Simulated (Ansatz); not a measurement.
Relaxation of C2H4O2 (8 atoms, charge 0, multiplicity 1), to a largest force component of 0.015 eV/Å in at most 40 steps.

The calculation used RKS BHLYP-D4/def2-SVP in Ansatz 0.2.0.

```xyz
8
Properties=species:S:1:pos:R:3
C 0.047 0.966 -0.092
O 0.058 -0.085 0.812
C 1.197 -0.124 1.554
O 2.088 0.686 1.548
H -0.951 0.996 -0.662
H 0.061 1.956 0.470
H 0.868 0.980 -0.796
H 1.066 -0.916 2.307
```

Where does it end, and by what steps?

It converged. After 6 steps the energy has fallen by 0.274 eV; H5 moved furthest, 0.09 Å.

```json
{"step": "0", "energy less start (eV)": "0.0000", "largest force component (eV/Å)": "2.679", "accepted": "yes"}
{"step": "1", "energy less start (eV)": "0.1792", "largest force component (eV/Å)": "2.663", "accepted": "no"}
{"step": "2", "energy less start (eV)": "-0.0597", "largest force component (eV/Å)": "3.348", "accepted": "yes"}
{"step": "3", "energy less start (eV)": "-0.2548", "largest force component (eV/Å)": "0.901", "accepted": "yes"}
{"step": "4", "energy less start (eV)": "-0.2732", "largest force component (eV/Å)": "0.133", "accepted": "yes"}
{"step": "5", "energy less start (eV)": "-0.2741", "largest force component (eV/Å)": "0.057", "accepted": "yes"}
{"step": "6", "energy less start (eV)": "-0.2744", "largest force component (eV/Å)": "0.009", "accepted": "yes"}
```

```xyz
8
Properties=species:S:1:pos:R:3
C 0.025 1.028 -0.097
O 0.084 -0.040 0.830
C 1.161 -0.103 1.591
O 2.072 0.658 1.558
H -0.921 0.925 -0.624
H 0.068 1.989 0.419
H 0.857 0.973 -0.801
H 1.090 -0.970 2.265
```

Whether the end is a true minimum wasn't checked by a vibrational analysis.

Run time: 17 s on 1 thread of Arm Neoverse V1, on a shared host, peak memory 0.14 GiB.
